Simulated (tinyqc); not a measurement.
Hueckel theory of the pi electrons, for the molecule C=CN (SMILES; centres numbered as the heavy atoms are written), step by step. One step of it, computed by the program tinyqc.

Task: Orbitals. Diagonalise; E = alpha + x beta with beta < 0, so the largest x are filled first; degenerate levels share their electrons. P = sum n_i c_ri c_si; each orbital has its largest coefficient positive (the first on a tie).

Hueckel matrix in units of beta (H = alpha + beta A), lower triangle:
```
          1C        2C        3N
1C  0.000000
2C  1.000000  0.000000
3N  0.000000  0.890000  1.500000
```

pi electrons, sum of z_r less the charge = 4

Give: x values; occupations; coefficients; charge and bond-order matrix P.

Result:

x values: 2.0196  0.6403  -1.1599

occupations: 2.0000  2.0000  0.0000

coefficients:
```
       MO1      MO2      MO3
1C  0.2422   0.7353  -0.6330
2C  0.4892   0.4708   0.7342
3N  0.8379  -0.4875  -0.2457
```

charge and bond-order matrix P, lower triangle:
```
         1C      2C      3N
1C   1.1987
2C   0.9294  0.9220
3N  -0.3110  0.3607  1.8793
```
